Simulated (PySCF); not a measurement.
**Orbital picture of LiN**

PBE0 at R = 1.859 Å; Li def2-TZVP, N def2-TZVP; no relativity (PySCF 2.14). State: ³Π (triplet), unpaired electrons σ ↑, π ↑, a second solution, started from another occupation. Only the outer orbitals are listed, counted within each symmetry.

```json
{"spin": "α", "orbital": "2σ", "occ.": "1", "ε (eV)": "-56.00", "on Li (%)": "100", "main shells (%)": "100 Li s"}
{"spin": "α", "orbital": "3σ", "occ.": "1", "ε (eV)": "-18.93", "on Li (%)": "1", "main shells (%)": "98 N s"}
{"spin": "α", "orbital": "4σ", "occ.": "1", "ε (eV)": "-7.42", "on Li (%)": "5", "main shells (%)": "94 N p"}
{"spin": "α", "orbital": "1π", "occ.": "1", "ε (eV)": "-6.85", "on Li (%)": "4", "main shells (%)": "96 N p"}
{"spin": "α", "orbital": "1π", "occ.": "1", "ε (eV)": "-5.31", "on Li (%)": "7", "main shells (%)": "93 N p"}
{"spin": "α", "orbital": "5σ", "occ.": "0", "ε (eV)": "-1.44", "on Li (%)": "100", "main shells (%)": "80 Li s, 20 Li p"}
{"spin": "α", "orbital": "2π", "occ.": "0", "ε (eV)": "0.80", "on Li (%)": "100", "main shells (%)": "100 Li p"}
{"spin": "α", "orbital": "2π", "occ.": "0", "ε (eV)": "0.91", "on Li (%)": "97", "main shells (%)": "97 Li p"}
{"spin": "β", "orbital": "2σ", "occ.": "1", "ε (eV)": "-55.91", "on Li (%)": "100", "main shells (%)": "100 Li s"}
{"spin": "β", "orbital": "3σ", "occ.": "1", "ε (eV)": "-15.07", "on Li (%)": "2", "main shells (%)": "97 N s"}
{"spin": "β", "orbital": "1π", "occ.": "1", "ε (eV)": "-4.13", "on Li (%)": "13", "main shells (%)": "87 N p, 12 Li p"}
{"spin": "β", "orbital": "4σ", "occ.": "0", "ε (eV)": "-1.55", "on Li (%)": "88", "main shells (%)": "73 Li s, 14 Li p, 12 N p"}
{"spin": "β", "orbital": "1π", "occ.": "0", "ε (eV)": "-0.74", "on Li (%)": "40", "main shells (%)": "60 N p, 40 Li p"}
{"spin": "β", "orbital": "5σ", "occ.": "0", "ε (eV)": "-0.55", "on Li (%)": "25", "main shells (%)": "73 N p, 14 Li p, 10 Li s"}
```

**Question.** Which are the highest filled and the lowest empty level, where do they sit, and how wide is the gap?

**Answer.** Highest filled β 1π at -4.13 eV (in %: 87 N p, 12 Li p); lowest empty β 4σ at -1.55 eV (in %: 73 Li s, 14 Li p, 12 N p); the gap at PBE0 is 2.58 eV.

```
bond order (Mayer)                              : 0.58
⟨S²⟩                                            : 2.014
charge on Li (Mulliken, basis-dependent)        : 0.69
charge on Li (Löwdin, basis-dependent)          : 0.53
dipole moment (positive dipole means Li(−)N(+)) : -6.33 D
```
